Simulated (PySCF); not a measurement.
C₃H₈, SMILES C(C)C. Geometry: B3LYP-D3(BJ)/def2-SVP.

Level of theory: PySCF with B3LYP-D3(BJ)/def2-SVP.

Harmonic wavenumbers (cm⁻¹): 229, 282, 370, 753, 882, 906, 929, 1070, 1170, 1200, 1304, 1355, 1398, 1406, 1462, 1465, 1472, 1480, 1487, 3018, 3021, 3021, 3054, 3092, 3101, 3104, 3106. Rotational constants (GHz): 29.35, 8.360, 7.412; symmetry number 2.

**Question.** Work out the zero-point energy and the ideal-gas rigid-rotor harmonic-oscillator thermochemistry at 298.15 K and 1 atm.

**Answer.** ZPE = ½ Σ hcν = ½ × 45137 cm⁻¹ = 269.98 kJ/mol. H − E(el) = 284.30 kJ/mol. Entropy in J/(mol K): translation 155.97, rotation 89.20, vibration 22.83, total 267.99. G − E(el) = 204.40 kJ/mol. Cp = 70.40 J/(mol K).
